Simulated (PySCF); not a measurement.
Gas-phase reaction: 2 HSiNH₂ ⇌ N₂ + 2 SiH₃

Method: PySCF energies plus ideal-gas RRHO corrections (1 bar). † marks an energy on the PBE0/def2-TZVP geometry and frequencies; other levels use their own. MP2 and CCSD(T) freeze the core. 6-31G* has spherical d functions here. Open shells (unrestricted): SiH₃ (multiplicity 2); the rest are closed-shell singlets. B3LYP is the form with VWN-RPA correlation. HSiNH₂: computed as isolated molecules; such fragments, hydroxides, amides, oligomers or adducts are transient or little studied in the gas. MP2 isn't extrapolated to the basis-set limit. CCSD(T) isn't extrapolated to the basis-set limit.

| level | ΔH°(298 K), kJ |
|---|---|
| B3LYP/6-31G* | 137 |
| B3LYP/def2-TZVP† | 158 |
| CCSD(T)/def2-SVP† | 101 |
| HF/def2-TZVP† | … |
| M06-2X/def2-TZVP† | 175 |
| MP2/def2-SVP† | … |
| MP2/def2-TZVPP† | … |
| PBE0/def2-TZVP | … |
| r2SCAN/def2-TZVP† | 139 |
| ωB97M-V/def2-TZVP† | 193 |
| ωB97X-V/def2-TZVP† | 158 |

### Question
Complete the blanks.

### Answer

- HF/def2-TZVP†, ΔH°(298 K), kJ: 22
- MP2/def2-SVP†, ΔH°(298 K), kJ: 89
- MP2/def2-TZVPP†, ΔH°(298 K), kJ: 145
- PBE0/def2-TZVP, ΔH°(298 K), kJ: 163
